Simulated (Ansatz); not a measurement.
Isomers

Structures of CH₂LiS, doublet, relaxed at PBE0-D4/def2-TZVP (vibrations not checked; lower isomers may exist, and structures with a doubtful reference or unclear bonds are left out). Computed with Ansatz 0.2.0 (basis: def2-TZVPP); correlated methods freeze the cores; orbitals are unrestricted. The outer core shell of Li, Na, Mg and K is correlated. B3LYP uses VWN-RPA correlation.

(1) Rank them by CCSD(T) energy, lowest first, and give each one's height above the lowest. Links in brackets join atoms within 1.22 times the sum of their covalent radii (1.1 for two metals). (An estimate is asked for; the value comes from the calculation.)
A.
CH₂LiS ([Li][C][SH2])
```
5
angstrom
Li -1.8640 -0.9325 1.6421
S 0.8164 0.0329 -0.2386
C -0.5336 -0.3314 0.5526
H 0.7798 -0.1271 -1.6290
H 1.0662 1.3958 -0.4391
```
B.
CH₂LiS ([Li][CH][SH])
```
5
angstrom
Li -1.7972 -1.4387 -0.1989
C -0.2967 -0.3391 0.2150
S 0.4217 0.7368 -0.9269
H 0.2320 -0.2836 1.1703
H 1.4401 1.3246 -0.2595
```
C.
CH₂LiS ([Li]1[CH][SH]1)
```
5
angstrom
Li -0.3757 -1.2878 1.1488
S -1.5944 0.5365 0.2897
C 0.1499 0.3049 0.2866
H -2.0224 0.6375 -0.9992
H 0.6340 0.9566 -0.4433
```
D.
CH₂LiS ([Li]1[CH2][S]1)
```
5
angstrom
Li 0.4405 -0.1585 -1.6730
C 0.1210 0.0927 0.4374
S -1.3219 -0.2513 -0.4215
H 0.6086 -0.6906 1.0150
H 0.3309 1.1110 0.7598
```

(2) Do PBE-D4, r2SCAN-D4, PBE0-D4, B3LYP-D4, wB97M-V, HF, MP2 give the same order? (Judge from chemistry; the calculation decides.)

T1 diagnostic: at most 0.023. ⟨S²⟩ of the unrestricted Hartree–Fock references: 0.77 (a pure state has 0.75).

For scale, one of the runs: CCSD(T)/def2-TZVPP, 120 basis functions, launched by `ansatz run in.yaml --threads 2 --pin off --events-out ev --progress --plain --max-ram 4352MiB`. The run took 26 s on 2 CPU threads of an Arm Neoverse V1 (shared host), with 1.1 GiB of host memory at its peak.

## Answers

(1) By the calculation: D (0.000 eV), B (1.611 eV), C (1.663 eV), A (4.309 eV). Heights count from the lowest.

(2) By the calculation: All do.
